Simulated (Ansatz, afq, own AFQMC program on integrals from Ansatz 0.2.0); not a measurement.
Where AFQMC and coupled cluster stand for GeH2O, singlet

```xyz
4

Ge    0.0000    0.0460    0.3271
O     0.0000   -0.2302   -1.4421
H     0.0000    1.5088    0.9731
H     0.0000   -1.1682   -1.6522
```

Connectivity, by distances: GeH–OH.

Basis cc-pVDZ. Noble-gas cores (and the filled d shells of Ga–Kr and In–Xe) are frozen. Ansatz 0.2.0 and our own AFQMC program on the same integrals; the CISD trial comes from CCSD amplitudes, and released means the phaseless constraint is let go. Uncertainties: one standard error, sampling alone. No spin–orbit coupling.

Determinant: RHF, the one that the program's search chose, which needn't be the lowest solution. The geometry is a point of a scan.

No full CI on the walks' own integrals is used here. The released AFQMC energy serves as the reference, which it does only where one determinant dominates, the energy is flat over the last release times and near the phaseless one (40 meV or 2 meV an electron, half that with transition metals). On small molecules, where full CI could be run and the noise was under 10 meV, such values lay within 10 meV of it in 19 cases of 20, a flattering rate, since the rule was set on those same cases; what remains of the bias isn't in the error bar.

Cautions: no relativity below Rb; no spin-orbit coupling; inner d shell frozen; higher spins were not checked; restricted determinant unstable towards unrestricted (UHF 51 meV lower, ⟨S²⟩ 0.30); raised T1 diagnostic (T1 0.021, weight of the determinant 0.88, largest double 0.09); the released value is read at 2.40 1/Eh with a noise of 26 meV, more than in the cases checked (meV from the phaseless value at times in 1/Eh: 3 ± 20 at 0.24, 1 ± 20 at 0.51, 14 ± 18 at 0.99, -2 ± 23 at 1.62, 2 ± 26 at 2.40).

The T1 diagnostic is 0.0208 and the weight of the determinant in the CISD state is 0.876. The size of the correlated space is 12 electrons in 36 orbitals.

Reference: AFQMC with the constraint released, correlation energy -8.283 ± 0.026 eV.

| level | E − E(reference) (kJ/mol) | share of correlation (%) |
| --- | --- | --- |
| HF | 799.2 ± 2.5 | 0.00 |
| MP2 | 80.4 ± 2.5 | 89.93 |
| CCSD | 23.7 ± 2.5 | 97.03 |
| CCSD(T) | 3.7 ± 2.5 | 99.54 |
| ph-AFQMC/CISD | -0.2 ± 3.1 | 100.02 |

A walk keeps the symmetry of its determinant, which the program's search chose and which needn't be the lowest solution, so a lower state of the same spin and another symmetry isn't excluded. Released energies are given only where the last usable release times agree within the noise; a slower fall can still hide under it.
